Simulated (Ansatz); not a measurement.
**A geometry optimisation of CH2MgO with B3LYP-D3(BJ)/def2-SVP**

The starting geometry of this gas-phase singlet was optimised with GFN2-xTB.

```xyz
5

C     0.5315   -0.1473   -0.3608
Mg   -1.6308    0.0452   -0.0635
O     0.8504   -0.2796    0.8414
H     0.7360    0.8155   -0.8856
H     0.5485   -1.0326   -1.0395
```

Q: Predict what it relaxes into with B3LYP-D3(BJ)/def2-SVP.

A: It falls apart into CH2O + Mg. Contacts that open: C1–Mg2 (2.19 → 3.50 Å).

The energy falls by 0.73 eV over 13 steps:

```
step  E − E(last) (eV)
   1             0.731
   2             0.480
   4             0.100
   5             0.026
   6             0.005
   8             0.000
   9             0.000
  10             0.000
  12             0.000
  13             0.000
```

Final geometry (Å):

```tsv
atom	x (Å)	y (Å)	z (Å)
C	0.9031	-0.1885	-0.3189
Mg	-2.5814	0.1545	-0.2200
O	1.3652	-0.3267	0.7818
H	0.7686	0.8161	-0.7976
H	0.5801	-1.0543	-0.9533
```

The end wasn't checked by frequencies. Run with Ansatz 0.2.0, 30 s on 1 thread of Intel(R) Xeon(R) Processor @ 2.50GHz (Skylake/Cascade Lake), with other jobs on the host.
